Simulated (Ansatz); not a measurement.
Basis-set extrapolation for C6H7N (`N#CC1=CCCC1`) (PBE0-D4/def2-TZVP geometry, frozen core, the Gaussian-basis code of Ansatz). Multiplicity 1, RHF reference.

|  | def2-TZVPP | def2-QZVPP |
| --- | --- | --- |
| HF | -285.817786 | -285.829674 |
| MP2 correlation | -1.152008 | -1.224898 |
| CCSD(T) correlation | -1.244778 | not run |

Energies in hartree. Use E(X) = E(∞) + A·exp(−7.88·√X) for Hartree–Fock and E(X) = E(∞) + B·X^(−2.97) for correlation, with X = 3 and 4, and add CCSD(T) minus MP2 of the smaller set to the MP2 limit.

**Question.** What is the CCSD(T) energy at the basis-set limit?

**Answer.** HF limit: -285.829674 + (-0.011888) × 0.13774 = -285.83131. MP2 limit: -1.224898 + (-0.072890) × 0.74074 = -1.27889. Higher-order term: -1.244778 − (-1.152008) = -0.09277. Total: -287.20297 hartree, 88.1 kcal/mol below CCSD(T)/def2-TZVPP.
